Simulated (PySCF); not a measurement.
Compound: carbon monosulfide, CS.
SMILES: `[C-]#[S+]`

Method: PBE0/def2-SVPD in PySCF (dipole) on a GFN2-xTB geometry, gas phase.

Take the most abundant isotopes and a rigid rotor. 

Task: What are the moment of inertia and the rotational constant?

Result: I = 20.192 u·Å², B = 505379 MHz·u·Å²/I = 25029 MHz (0.8349 cm⁻¹, or 1.201 K as hB/k). For two atoms I = μr² with μ = 8.7252 u and r = 1.5212 Å.

Task: List the first levels of a rigid rotor in a Σ state.

Result: E(J) = BJ(J+1): J = 1: 1.670, J = 2: 5.009, J = 3: 10.019, J = 4: 16.698, J = 5: 25.046, J = 6: 35.065 cm⁻¹.

Task: Where do the first rotational lines fall?

Result: The dipole is 1.98 D; J+1 ← J lies at 2B(J+1): 1 ← 0 at 50.06 GHz, 2 ← 1 at 100.12 GHz, 3 ← 2 at 150.17 GHz, 4 ← 3 at 200.23 GHz, 5 ← 4 at 250.29 GHz, 6 ← 5 at 300.35 GHz.

Task: Estimate the classical rotational partition function at 100 K, 298.15 K and 500 K.

Result: Point group C∞v, symmetry number σ = 1; q = kT/(σhB), k/h = 20836.6 MHz/K: 83.2 at 100 K, 248 at 298.15 K, 416 at 500 K.

Whether it is a minimum is left open (no frequencies). Zero-point vibration and centrifugal distortion are left out.
